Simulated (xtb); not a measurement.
silicon monoxide (OSi), SMILES O=[Si] (connectivity only; charge and spin as stated), neutral, multiplicity 1. All values are semi-empirical tight-binding results from xtb (GFN2-xTB unless named), good for trends rather than for accurate numbers. Geometry: GFN2-xTB.

Optimised geometry:

```xyz
2

Si     0.0000     0.0000    -0.5485
O      0.0000     0.0000     0.9598
```
Charge 0, spin multiplicity 1.

Computed properties:
```
Quantity                                          Value
----------------------------------------  -------------
point group as xtb finds it                         C∞v
orbital gap                                     4.07 eV
dipole moment                                    3.05 D
static polarisability (D4 model)             38.8 bohr³
solvation energy, GFN2-xTB/ALPB(water)     1.9 kcal/mol
solvation energy, GFN2-xTB/ALPB(toluene)  -1.1 kcal/mol
```

Question: Give the atomic charges and the Wiberg bond orders between heavy atoms. (Estimate from the structure and the level; the computed values follow.)

Answer: charges (e) Si1 0.40, O2 -0.40. Bond orders Si1–O2 2.34.
